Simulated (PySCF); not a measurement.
Compound: CH4O.
InChI=1S/CH4O/c1-2/h2H,1H3

All values: PBE0/pcSseg-1 (PySCF, non-relativistic), on one gas-phase PBE0-D3(BJ)/def2-SVP geometry that isn't relaxed in the solvent. The solvent is an IEF-PCM continuum (van der Waals radii × 1.2). The model holds no explicit solvent molecules, cavitation or dispersion.

```csv
run,E − E(gas) (kJ/mol),HOMO (eV),HOMO–LUMO gap (eV),dipole (D)
gas,0.00,-7.75,9.23,1.73
P,-13.44,-7.75,9.48,1.96
Q,-8.45,-7.74,9.38,1.87
R,-19.02,-7.76,9.58,2.05
```

Question: The runs were made in benzene, chloroform and water. Which run belongs to which solvent?

Answer: P = chloroform, Q = benzene, R = water. The dielectric constants are 2.271 (benzene), 4.711 (chloroform), 78.36 (water), and the energy falls further as ε rises. In this model the ground state sees the solvent through ε alone.

Question: How constant is the ratio of the lowering to (ε − 1)/(2ε + 1)?

Answer: 
| solvent | (ε − 1)/(2ε + 1) | E − E(gas) (kJ/mol) | ratio (kJ/mol) | polarisation term (kJ/mol) |
| --- | --- | --- | --- | --- |
| benzene | 0.229 | -8.45 | -36.8 | -8.86 |
| chloroform | 0.356 | -13.44 | -37.8 | -14.50 |
| water | 0.490 | -19.02 | -38.8 | -21.19 |

The ratio changes by +5.3 % in size from benzene to water. The polarisation term is half the interaction of the solute with the induced surface charges.
